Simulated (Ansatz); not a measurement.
## One elementary step

Start structure (BNH$_{3}$F, closed shell), relaxed at PBE0-D4/def2-TZVP:

```json
{"atom": "B1", "x (Å)": "0.5052", "y (Å)": "0.2834", "z (Å)": "0.3208"}
{"atom": "H2", "x (Å)": "1.6550", "y (Å)": "0.0212", "z (Å)": "0.1194"}
{"atom": "N3", "x (Å)": "-0.5208", "y (Å)": "-0.3394", "z (Å)": "-0.3792"}
{"atom": "H4", "x (Å)": "-0.3481", "y (Å)": "-1.0342", "z (Å)": "-1.0825"}
{"atom": "F5", "x (Å)": "0.2020", "y (Å)": "1.2013", "z (Å)": "1.2453"}
{"atom": "H6", "x (Å)": "-1.4932", "y (Å)": "-0.1322", "z (Å)": "-0.2239"}
```

The step: BNH₃F ([NH2][BH][F]) → BNHF ([NH][B][F]) + H₂; bonds formed: H2–H4; bonds broken: B1–H2, N3–H4. Ansatz 0.2.0; basis: def2-TZVPP and def2-QZVPP; cores frozen in the correlated methods. Extrapolation: Hartree–Fock as exp(−7.88 √X), correlation as X^−2.97. Energies below are by CCSD(T) at an estimated basis limit (MP2 extrapolated from triple and quadruple zeta, plus CCSD(T) − MP2 in triple zeta).

Task: What are the electronic barrier and the energy of the step, from the start structure to the end structure? (To be estimated.)

Result: By the calculation: Barrier 3.557 eV; step energy 2.250 eV (uphill); reverse barrier, their difference, 1.306 eV. Barrier and step energy count from the start structure, the reverse barrier from the end structure.

The saddle point: One imaginary mode of 1306i cm⁻¹.
| pair | start (Å) | saddle (Å) | end (Å) |
| --- | --- | --- | --- |
| H2–H4 | 2.56 | 0.94 | 0.75 |
| B1–H2 | 1.20 | 1.43 | 3.27 |
| N3–H4 | 1.00 | 1.46 | 3.17 |

Zero-point energy (harmonic, PBE0-D4): ZPE is 1.160 eV at the start and 0.923 eV at the saddle, so the barrier goes from 3.557 to 3.320 eV.

First-order rate constant out of the start structure at 498 K by transition-state theory, with harmonic vibrational free energies alone and no tunnelling: ΔA‡ = 3.260 eV, so k = (kB T/h) exp(−ΔA‡/kB T) ≈ 10^-20 s⁻¹ (an order of magnitude at best: rotation, the number of equivalent paths and anharmonicity are left out).

The T1 diagnostic stays at or below 0.015.

Labels in which every atom is bracketed show which atoms are joined, not bond orders.

For scale, one of the runs: CCSD(T)/def2-TZVPP, 135 basis functions, launched by `ansatz run in.yaml --threads 2 --pin off --events-out ev --progress --plain --max-ram 4352MiB`. Hardware: 2 CPU threads of an Arm Neoverse V2, shared host. Wall time 8.5 s; peak host memory 0.75 GiB.
